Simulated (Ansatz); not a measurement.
# H6Si2: the cost of one run

Program: Ansatz 0.2.0. Level of theory: DFT PBE0, Gaussian basis def2-TZVPP, and further levels as typed in the inputs. These are calculated values, not measurements.

### Step 1. The starting structure

Bond lengths: Si1–Si2 2.302 Å, Si1–H3 1.489 Å, Si1–H4 1.489 Å, Si1–H5 1.489 Å, Si2–H6 1.489 Å, Si2–H7 1.489 Å, Si2–H8 1.489 Å. Angles: Si1–Si2–H6 110.8°, Si1–Si2–H7 110.8°, Si1–Si2–H8 110.8°, H6–Si2–H7 108.1°, H6–Si2–H8 108.1°, H7–Si2–H8 108.1°, Si2–Si1–H3 110.8°, Si2–Si1–H4 110.8°, Si2–Si1–H5 110.8°, H3–Si1–H4 108.1°, H3–Si1–H5 108.1°, H4–Si1–H5 108.1°.

Structure file:

```xyz
8

Si    1.1499    0.0486    0.0027
Si   -1.1499   -0.0486   -0.0027
H     1.7342   -1.2196   -0.5135
H     1.6669    0.2684    1.3812
H     1.6343    1.1640   -0.8561
H    -1.7342    1.2196    0.5135
H    -1.6343   -1.1640    0.8561
H    -1.6669   -0.2684   -1.3812
```

### Step 2. Relaxing the atoms: H6Si2

Input file input.yaml:

```yaml
relax:
  f_tol: 0.001
  max_steps: 200
crystal:
  periodic: [false, false, false]
  atoms:
    - { symbol: Si, position_ang: [1.1499, 0.04859, 0.00267] }
    - { symbol: Si, position_ang: [-1.1499, -0.04859, -0.00267] }
    - { symbol: H, position_ang: [1.73418, -1.21958, -0.51349] }
    - { symbol: H, position_ang: [1.66691, 0.2684, 1.38124] }
    - { symbol: H, position_ang: [1.63426, 1.16395, -0.85606] }
    - { symbol: H, position_ang: [-1.73418, 1.21958, 0.51349] }
    - { symbol: H, position_ang: [-1.63426, -1.16395, 0.85606] }
    - { symbol: H, position_ang: [-1.66691, -0.2684, -1.38124] }
basis:
  gaussian: { orbitals: def2-TZVPP }
hamiltonian:
  xc: pbe0
```

The run is started by

```bash
> ansatz run input.yaml --threads 4 --pin off --max-ram 14336MiB --backend cpu --events-out ev --progress --plain --runs-dir out
```

What time and memory should one allow on 4 threads of Intel Xeon Platinum 8488C (Sapphire Rapids), shared host?

About 7.2 s, with a peak of 0.34 GiB.
